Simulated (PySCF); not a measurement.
System: CH₃S, net charge 0, doublet state. It need not be the lowest isomer of its formula. SMILES: [CH2]S
Coordinates optimised at B3LYP-D3(BJ)/def2-TZVP (Ansatz):
```
C
H 1 1.0766
H 1 1.0777 2 121.19
S 1 1.7159 2 121.95 3 -180.00
H 4 1.3430 1 98.20 2 0.00
```
Charge 0, spin multiplicity 2.

Dispersion corrections to the total energy (kcal/mol) from the dftd3 and dftd4 libraries through PySCF: D3(BJ) without and D4 with the three-body term, each with the damping fitted for the functional named.

```
functional  D3(BJ)     D4
----------  ------  -----
CAM-B3LYP    -1.15  -1.08
PBE0         -1.31  -1.09
revPBE       -4.18      ?
HSE06        -0.95  -1.00
TPSSh            ?  -1.62
B2PLYP       -1.27  -0.91
TPSS             ?  -1.80
```

Task: Fill in the missing entries.

Result: 
- revPBE, D4: -4.76
- TPSSh, D3(BJ): -1.76
- TPSS, D3(BJ): -1.95
